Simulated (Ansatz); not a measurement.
We consider solid bromine, described by r²SCAN in Ansatz (PAW).

Settings: plane-wave cutoff 560 eV, 10×10×4 k mesh (along the axes of the cell as run), Fermi–Dirac smearing 0.01 eV, scalar-relativistic PAW data made under PBE.

Cell (measured lattice):

```
CELL_PARAMETERS angstrom
      3.37150     2.33425     0.00000
     -3.37150     2.33425     0.00000
      0.00000     0.00000     8.70020
ATOMIC_POSITIONS crystal
  Br 0.87480 0.87480 0.88275
  Br 0.62520 0.62520 0.38275
  Br 0.37480 0.37480 0.61725
  Br 0.12520 0.12520 0.11725
```

Question: Predict the band gap and smallest direct gap on the k points sampled.

Answer: 
- band gap: 1.90 eV (indirect)
- smallest direct gap on the k points sampled: 1.93 eV

Note: cell and atoms aren't relaxed at this level (largest force component 0.19 eV/Å, pressure -0.6 GPa).

Spin–orbit coupling is not included.

The result took very roughly 40 core-seconds.

Ansatz is a first-principles code.
